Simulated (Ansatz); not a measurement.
**Gold (fcc) across density functionals**

All rows: Ansatz, plane waves with scalar-relativistic PAW, 420 eV (500 eV for the SCAN forms), relaxed under each functional, no dispersion correction, no zero-point motion. B₀ comes from uniform scaling at fixed shape; a dash is a value not given.

The measured cell (COD entry 9008463) has a = 4.078 Å, 16.96 Å³/atom.

| functional | V (Å³/atom) | cell | B₀ (GPa) | magnetic state |
| --- | --- | --- | --- | --- |
| PBE | 17.95 | a = 4.157 Å | 139 | spin not included |
| r²SCAN | 17.52 | a = 4.123 Å | 154 | spin not included |
| PBEsol | 17.00 | a = 4.081 Å | 174 | spin not included |
| LDA | 16.56 | a = 4.046 Å | 193 | spin not included |
| revPBE | 18.33 | a = 4.185 Å | 125 | spin not included |
| RPBE | 18.49 | a = 4.198 Å | 120 | spin not included |
| BLYP | 19.46 | a = 4.270 Å | 102 | spin not included |

LDA gives the smallest volume and BLYP the largest.
